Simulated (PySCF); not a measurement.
Problem. Give a GFN2-xTB geometry of `OCC[S-]`. (Charge -1.)

Solution. 
```xyz
9
C2H5OS angstrom
O     -1.2430    0.0410    0.9838
C     -0.6303    0.4076   -0.2180
C      0.6971   -0.3402   -0.3935
S      1.5630   -0.3856    1.1961
H     -0.4389   -0.1800    1.5451
H     -0.4318    1.4958   -0.2214
H     -1.3221    0.1855   -1.0449
H      0.5051   -1.3719   -0.7181
H      1.3145    0.1538   -1.1542
```

Any rigid rotation of these coordinates is as good. Atoms count from 1 in this order. Of the pairs four or more bonds apart, S4···H5 is among the closest relative to their van der Waals radii: 2.04 Å, 68 % of the sum of Bondi's values. O1 (alcohol oxygen) is bent (angle 100.8°).

Bonds between heavy atoms (Å): O1–C2 1.398, C2–C3 1.534, C3–S4 1.811.

The geometry is computed with GFN2-xTB (gas phase).

Point group: C1 (no symmetry element, even within 0.4 Å). No GFN2-xTB frequencies stand behind this structure, so it isn't proved a minimum. Torsions: H–O1–C2–C3 29°, O1–C2–C3–S4 -41°.

One conformer stands for the species.
